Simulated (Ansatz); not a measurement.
fcc Ni, treated with revPBE (Ansatz, a program for electronic structure, PAW).

Settings: plane-wave cutoff 520 eV, 26×26×26 k mesh, Fermi–Dirac smearing 0.05 eV, spin-polarised with parallel moments, scalar-relativistic PAW data made under PBE.

Cell (relaxed at this level):

```
Ni
1.0
    0.00000     1.77172     1.77172
    1.77172     0.00000     1.77172
    1.77172     1.77172     0.00000
Ni
1
Direct
  0.00000   0.00000   0.00000
```
Starting moments (μB, in the order of the record's atoms Ni): 0.8.

Task: Give the computed bulk modulus B0, magnetic moment per atom (the cell's total over its atoms) and pressure derivative B′ of the bulk modulus.

Result: 
- bulk modulus B0: 184 GPa
- magnetic moment per atom (the cell's total over its atoms): 0.66 μB
- pressure derivative B′ of the bulk modulus: 4.8

The run finds no gap.

Measured, for comparison: bulk modulus 192 GPa (0 K value with the zero-point phonon effect removed, our sources range from 186 to 195; as tabulated in Mejia-Rodriguez and Trickey (2018), arXiv:1807.09216). Computed (rounded) less measured: bulk modulus -4 % (-1 % to -6 % over the range).

Moments are spin moments.

Static lattice: no zero-point or thermal effects.

Computing time: about 4 core-minutes (a rough figure).
